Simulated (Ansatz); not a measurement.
## Pt: from a trial structure to a relaxed crystal

Theory: DFT r2SCAN, scalar-relativistic, plane waves, PAW (Ansatz 0.2.0). Cutoff 500 eV, Γ-centred k mesh, Gaussian smearing, no spin polarisation in the final step.

The start puts Pt on the black phosphorus structure type (Cmce, No. 64), at a guessed volume.

```
CELL_PARAMETERS angstrom
1.57941 -5.01021 0.00000
1.57941 5.01021 0.00000
0.00000 0.00000 4.17995
ATOMIC_POSITIONS crystal
Pt 0.09800 0.90200 0.91000
Pt 0.59800 0.40200 0.59000
Pt 0.90200 0.09800 0.09000
Pt 0.40200 0.59800 0.41000
```

Cell and atoms relax at zero pressure; the relaxation can't lower the symmetry of the start. After a coarse first stage the cell is made exact in the group found at 0.06 Å.

Energies count from the standard state of Pt at the same level.

**Question.** What does it relax into?

**Answer.** It ends in Fmmm (No. 69). Conventional cell: a = 2.704 Å, b = 4.730 Å, c = 9.972 Å. Pt is coordinated by 9 Pt at 2.60–2.75 Å.

```xyz
2
Lattice="0.0000 2.3648 4.9858 1.3521 0.0000 4.9858 1.3521 2.3648 0.0000" Properties=species:S:1:pos:R:3 pbc="T T T"
Pt    1.3521    2.3648    1.2984
Pt    1.3521    2.3648    8.6732
```

**Question.** What are its volume, energy, density and gap?

**Answer.** The volume per atom is 15.94 Å³, the density is 20.32 g/cm³ and the energy over the standard structure is 0.05 eV/atom. The gap on the 24×24×24 mesh is 0 eV (a metal).

The final run used a 24×24×24 mesh on its 2-atom cell and 0.10 eV smearing. The k mesh leaves about 4 meV/atom of noise in metals. Spin–orbit coupling is left out. A structure relaxed within its symmetry needn't be a true minimum. The steps took roughly 7 core-minutes in all.